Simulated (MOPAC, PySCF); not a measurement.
CH₄S, SMILES `CS`, neutral singlet in the gas phase. 

Cartesian coordinates (Å):
```xyz
6

C     -0.4968    -0.0375    -0.0024
S      1.0993     0.8403    -0.0761
H     -0.6001    -0.7403    -0.8264
H     -0.6231    -0.5495     0.9492
H     -1.2670     0.7264    -0.0945
H      1.8876    -0.2395     0.0502
```
Charge 0, spin multiplicity 1.

All levels are single points at this geometry (B3LYP-D3(BJ)/def2-TZVP); Pople sets use spherical d functions. Orbital energies aren't observables, and empty levels follow the basis.

| level | HOMO (eV) | LUMO (eV) | gap (eV) | dipole (D) | vertical IE, Delta-SCF (eV) |
|---|---|---|---|---|---|
| B3LYP-D3(BJ)/def2-TZVP in PySCF | -6.54 | 0.20 | 6.74 | 1.56 | – |
| PBE-D3(BJ)/def2-TZVP in PySCF | -5.51 | -0.42 | 5.09 | 1.57 | – |
| B3LYP/3-21G in PySCF | -6.49 | 1.25 | 7.74 | 1.93 | – |
| B3LYP/LANL2DZ in PySCF | -6.47 | 1.20 | 7.68 | 1.94 | – |
| M06-2X/6-31G* in PySCF | -7.90 | 2.01 | 9.91 | 1.74 | – |
| PM6 in MOPAC | -8.96 | 0.48 | 9.43 | 1.70 | – |
